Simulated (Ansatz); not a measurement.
Two isomers of C4H6O2: A = `O=CCC1CO1`, B = `C=C=C(O)CO`.

Gas-phase electronic energies from Ansatz, PBE0-D4/def2-TZVP geometries. CCSD(T)/CBS is the MP2 limit (def2-TZVPP, def2-QZVPP) plus CCSD(T) − MP2 in def2-TZVPP, frozen cores. Functionals use def2-TZVPP. B3LYP here is the variant with VWN-RPA as its local correlation; programs differ in this. One conformer a species, not always the lowest.

Task: Which is lower in electronic energy at CCSD(T)/CBS, and by how much? (Estimate.)

Result: Ansatz gave: A, by 8.6 kcal/mol.

Task: Give E(B) − E(A) in kcal/mol with CCSD/def2-TZVPP, HF/def2-TZVPP, B2PLYP, B3LYP-D4, MP2/def2-TZVPP, PBE0-D4, CCSD(T)/def2-TZVPP. (An estimate is asked.)

Result: The calculation gave: CCSD/def2-TZVPP 10.5, HF/def2-TZVPP 11.2, B2PLYP 8.9, B3LYP-D4 6.9, MP2/def2-TZVPP 11.7, PBE0-D4 10.8, CCSD(T)/def2-TZVPP 10.0. None reverses the order clearly.

Largest T1 diagnostic: 0.013.

From PBE to PBE0 (25 % exact exchange), in def2-TZVPP and without D4, E(B) − E(A) moves by +1.5 kcal/mol.
